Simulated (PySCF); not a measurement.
# CH3NSi (Si(CN)H3): a chain of runs

We compute a structure relaxation (BP86/pcSseg-1), then a single-point energy (MN12-SX/ma-def2-SVP), then the excited states (TD-B3LYP/6-31+G**) of CH3NSi (Si(CN)H3). Input form: a Python script.

The results are computed with PySCF 2.14.0.

1 further run of the same task is left out (for a faulty analytic Hessian).

## Step 1: The system as given

CH3NSi: 6 atoms, total charge 0, spin state singlet. As SMILES, `[H][Si]([H])([H])C#N`. All atoms were displaced at random from a relaxed shape. The run starts from this shape.

Bond lengths: Si1–C2 1.918 Å, C2–N3 1.099 Å, Si1–H4 1.420 Å, Si1–H5 1.287 Å, Si1–H6 1.459 Å. Angles: Si1–C2–N3 172.9°, C2–Si1–H4 106.3°, C2–Si1–H5 107.2°, C2–Si1–H6 103.5°, H4–Si1–H5 114.6°, H4–Si1–H6 110.7°, H5–Si1–H6 113.5°.

## Step 2: A geometry optimisation at BP86/pcSseg-1 (density fitting) (run 1)

The input, geometry.xyz:

```xyz
6

Si     0.019957     0.027978    -0.674147
C      0.048413    -0.032616     1.242251
N      0.046427     0.067171     2.336639
H      1.375769    -0.003173    -1.095242
H     -0.621693     1.091997    -1.011121
H     -0.664065    -1.206185    -1.044645
```

The input, run.py:

```python
from pyscf import gto, dft
from pyscf import df
from pyscf.geomopt.geometric_solver import kernel as optimise

mol = gto.M(
    atom='geometry.xyz',
    spin=0,
    basis='pcsseg-1',
    charge=0,
    verbose=4,
    max_memory=1860,
)

calc0 = dft.RKS(mol)
calc0.xc = 'bp86'
calc0 = calc0.density_fit(auxbasis=df.aug_etb(mol, beta=2.0))
converged, mol_eq = optimise(calc0, maxsteps=100)
print('converged:', converged)
print(mol_eq.tostring())

calc0.reset(mol_eq)
mol = mol_eq
calc0.kernel()
etot = calc0.e_tot
print('Final energy', etot)
```

Run with:

```console
OMP_NUM_THREADS=1 python run.py
```

What it wrote:

```text
PySCF version 2.14.0

[... 89 lines left out ...]
WARN: Mole.unit (angstrom) is changed to Bohr
[... 145 lines left out ...]
converged SCF energy = -384.144755214576
[... 240 lines left out ...]
converged SCF energy = -384.145569612803
[... 234 lines left out ...]
converged SCF energy = -384.145604472549
[... 77 lines left out ...]
converged SCF energy = -384.145604472569
Final energy -384.1456044725687
```

Run time: 84 s. Hardware: 1 thread of Intel Xeon at 2.50GHz (Skylake/Cascade Lake), shared host; peak memory 0.73 GiB.

Step by step:

| step | energy from the first frame kept (eV) | largest force (eV/Å) |
| --- | --- | --- |
| 0 | 0.0000 | 10.5426 |
| 1 | -0.9065 | 1.7553 |
| 2 | -0.9250 | 0.3735 |
| 3 | -0.9277 | 0.1161 |
| 4 | -0.9286 | 0.1694 |
| 5 | -0.9295 | 0.1135 |
| 6 | -0.9296 | 0.0299 |
| 7 | -0.9296 | 0.0027 |

After the run. Bond lengths: Si1–C2 1.860 Å, C2–N3 1.169 Å, Si1–H4 1.492 Å, Si1–H5 1.492 Å, Si1–H6 1.492 Å. Angles: Si1–C2–N3 180.0°, C2–Si1–H4 107.7°, C2–Si1–H5 107.7°, C2–Si1–H6 107.7°, H4–Si1–H5 111.2°, H4–Si1–H6 111.2°, H5–Si1–H6 111.2°.

## Step 3: A single-point energy at MN12-SX/ma-def2-SVP (SMD dichloromethane) (run 3)

The input, run.py:

```python
from pyscf import gto, dft, solvent

mol = gto.Mole()
mol.atom = '''
Si   0.027517  -0.016890  -0.629102
C    0.049606   0.008497   1.230761
N    0.063573   0.024090   2.399320
H    1.443426  -0.016650  -1.099297
H   -0.694166   1.204671  -1.090883
H   -0.683073  -1.257003  -1.056995
'''
mol.basis = 'ma-def2-svp'
mol.verbose = 4
mol.max_memory = 1860
mol.build()

mf = dft.RKS(mol, xc='mn12-sx')
mf = mf.SMD()
mf.with_solvent.solvent = 'dichloromethane'
mf.kernel()

e_final = mf.e_tot
print('E = %.10f Eh' % e_final)
```

Run with:

```console
OMP_NUM_THREADS=1 python run.py
```

What it wrote:

```text
PySCF version 2.14.0

[... 72 lines left out ...]
Solvent Energy = -0.0142781059844234
[... 9 lines left out ...]
Solvent Energy = -0.00848688606506658
[... 9 lines left out ...]
Solvent Energy = -0.00801062781631078
[... 9 lines left out ...]
Solvent Energy = -0.00802680223605401
[... 9 lines left out ...]
Solvent Energy = -0.00802754486436786
[... 6 lines left out ...]
converged SCF energy = -383.808379708492
E = -383.8083797085 Eh
```

Run time: 43 s. Hardware: 1 thread of Intel Xeon at 2.50GHz (Skylake/Cascade Lake), shared host; peak memory 0.47 GiB.

## Step 4: The vertical excitations at TD-B3LYP/6-31+G(d,p) (sfX2C, density fitting, spherical functions, spin of roots singlet) (run 4)

The input, job.py:

```python
from pyscf import gto, dft, tdscf

system = gto.M(
    atom='''
Si       0.027517      -0.016890      -0.629102
C        0.049606       0.008497       1.230761
N        0.063573       0.024090       2.399320
H        1.443426      -0.016650      -1.099297
H       -0.694166       1.204671      -1.090883
H       -0.683073      -1.257003      -1.056995
''',
    spin=0,
    verbose=4,
    basis='6-31+g**',
    max_memory=1860,
)

mf = dft.RKS(system)
mf.xc = 'b3lyp'
mf = mf.x2c()
mf = mf.density_fit()
mf.kernel()

e_final = mf.e_tot
print('E = %.10f Eh' % e_final)

td = mf.TDDFT()
td.nstates = 10
td.kernel()
td.analyze()
roots = td.e * 27.211386
osc = td.oscillator_strength()
print('state   eV      nm      f')
for i, (w, f) in enumerate(zip(roots, osc), 1):
    print('%3d %9.4f %8.1f %9.5f' % (i, w, 1239.842 / w, f))
```

Run with:

```console
OMP_NUM_THREADS=1 python job.py
```

What it wrote:

```text
PySCF version 2.14.0

[... 79 lines left out ...]
converged SCF energy = -384.728196747065
[... 43 lines left out ...]
** Transition electric dipole moments (AU) **
[... 7 lines left out ...]
** Transition velocity dipole moments (imaginary part, AU) **
[... 7 lines left out ...]
** Transition magnetic dipole moments (imaginary part, AU) **
state          X           Y           Z
  1         0.0037      0.0039      0.3063
  2        -0.0441     -0.0348      0.0009
  3         0.0348     -0.0440     -0.0000
[... 6 lines of this table left out ...]
 10         0.0106      0.0123      0.8988
state   eV      nm      f
  1    6.8915    179.9   0.00000
  2    7.1579    173.2   0.00370
  3    7.1580    173.2   0.00370
[... 6 lines of this table left out ...]
 10    8.7837    141.2   0.00000
```

It took 99 s on 1 thread of Intel Xeon at 2.50GHz (Skylake/Cascade Lake), shared host; peak memory 0.47 GiB.

The roots found:

| excited state | energy (eV) | strength |
| --- | --- | --- |
| 1 | 6.891 | 0.0000 |
| 2 | 7.158 | 0.0037 |
| 3 | 7.158 | 0.0037 |
| 4 | 8.046 | 0.0073 |
| 5 | 8.047 | 0.0073 |
| 6 | 8.172 | 0.0006 |
| 7 | 8.173 | 0.0006 |
| 8 | 8.404 | 0.0046 |
| 9 | 8.405 | 0.0046 |
| 10 | 8.784 | 0.0000 |

## Step 5: Outcome

```
                                                          quantity          value
                     run 1, BP86/pcSseg-1: total energy at the end  -384.14560 Eh
                               run 1, BP86/pcSseg-1: dipole moment         3.47 D
                                 run 1, BP86/pcSseg-1: HOMO energy       -8.56 eV
                                 run 1, BP86/pcSseg-1: LUMO energy       -1.69 eV
                               run 1, BP86/pcSseg-1: HOMO–LUMO gap        6.88 eV
                          run 3, MN12-SX/ma-def2-SVP: total energy  -383.80838 Eh
                         run 3, MN12-SX/ma-def2-SVP: dipole moment         4.57 D
                           run 3, MN12-SX/ma-def2-SVP: HOMO energy       -9.53 eV
                           run 3, MN12-SX/ma-def2-SVP: LUMO energy       -2.08 eV
                         run 3, MN12-SX/ma-def2-SVP: HOMO–LUMO gap        7.44 eV
            run 3, MN12-SX/ma-def2-SVP: solvent term in the energy   -21.1 kJ/mol
       run 4, TD-B3LYP/6-31+G**: ground-state or mean-field energy  -384.72820 Eh
 run 4, TD-B3LYP/6-31+G**: dipole moment (B3LYP Kohn–Sham density)         3.64 D
  run 4, TD-B3LYP/6-31+G**: HOMO energy (B3LYP Kohn–Sham orbitals)       -9.50 eV
  run 4, TD-B3LYP/6-31+G**: LUMO energy (B3LYP Kohn–Sham orbitals)       -0.79 eV
run 4, TD-B3LYP/6-31+G**: HOMO–LUMO gap (B3LYP Kohn–Sham orbitals)        8.71 eV
        run 4, TD-B3LYP/6-31+G**: lowest singlet excitation energy        6.89 eV
```

In words: The optimisation (run 1, BP86/pcSseg-1) took 7 steps and changed the energy by -0.930 eV. Mulliken charges (run 1, BP86/pcSseg-1) run from -0.18 on C2 to +0.50 on Si1. Mulliken charges (run 3, MN12-SX/ma-def2-SVP) run from -0.20 on C2 to +0.32 on Si1. Mulliken charges (run 4, TD-B3LYP/6-31+G**) of the mean-field density run from -0.20 on C2 to +0.60 on Si1; in a basis this large or diffuse they mean little.
